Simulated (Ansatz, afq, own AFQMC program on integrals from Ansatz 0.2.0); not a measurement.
CH2N, quartet → CH₂N, doublet, worked out

```xyz
4

N     0.0000    0.0000    0.5481
C     0.0000    0.0000   -0.8171
H     0.0000    0.8633    1.0602
H     0.0000   -0.8633    1.0602
```

Connectivity, by distances: NH2–C.

Both states at this geometry.

Basis cc-pVQZ. Only valence electrons are correlated. Integrals, coupled cluster, full CI and functionals: Ansatz 0.2.0; the random walks run on the same integrals in our own AFQMC program. The CISD trial takes its coefficients from CCSD amplitudes. Released means that phaseless walkers are propagated on without the constraint, phases kept. ± is one standard error of the sampling.

Total energies in eV. CBS is CCSD(T) at the limit of def2-TZVPP/QZVPP (extrapolated itself); the highest rung of each member is named.

Cautions: CH₂N (quartet): another spin lies lower, the ph-AFQMC/HF walk drifts between its halves (2.3 errors), the released value is read at 1.62 1/Eh, later times being too noisy (meV from the phaseless value at times in 1/Eh: -8 ± 3 at 0.24, -8 ± 3 at 0.51, 1 ± 4 at 0.99, -7 ± 7 at 1.62, -3 ± 12 at 2.40); CH₂N (doublet): the released value is read at 2.40 1/Eh with a noise of 13 meV, more than in the cases checked (meV from the phaseless value at times in 1/Eh: -1 ± 8 at 0.24, -10 ± 7 at 0.51, -23 ± 7 at 0.99, -16 ± 10 at 1.62, -21 ± 13 at 2.40).

| member | count | CCSD(T)/cc-pVQZ | highest rung in cc-pVQZ | which | CCSD(T)/CBS |
| --- | --- | --- | --- | --- | --- |
| CH₂N, doublet | +1 | -2552.3752 | -2552.4200 ± 0.0126 | released AFQMC | -2552.8172 |
| CH₂N, quartet | -1 | -2548.6799 | -2548.7099 ± 0.0074 | released AFQMC | -2549.1292 |

Problem. Work out the best estimate of the vertical spin gap: the CCSD(T)/CBS difference plus the step from CCSD(T) to the highest rung.

Solution. Sums with the counts: CCSD(T)/CBS -3.6880 eV, highest rung -3.7101 eV, CCSD(T)/cc-pVQZ -3.6953 eV. The step is -3.7101 − -3.6953 = -0.0148 eV, so the best estimate is -3.6880 + (-0.0148) = -3.7028 eV = -85.4 kcal/mol, with sampling noise 0.015 eV. The step is under twice that noise, so its sign is open. The basis set is worth 0.007 eV of it. Zero-point, core-correlation and spin–orbit terms aren't in it.

Best estimates are given only where the step beyond CCSD(T) is under 0.3 eV and no member's determinant is very poor (T1 over 0.05, or 0.07 for open shells, ⟨S²⟩ too high by 0.3, two states mixed), so the hardest cases are missing from such tables.

Each member of a difference takes its own highest rung, so a best estimate needn't equal the limit plus the step of one row. A walk keeps the symmetry of its determinant, which the program's search chose and which needn't be the lowest solution, so a lower state of the same spin and another symmetry isn't excluded. Released energies are given only where the last usable release times agree within the noise; a slower fall can still hide under it.
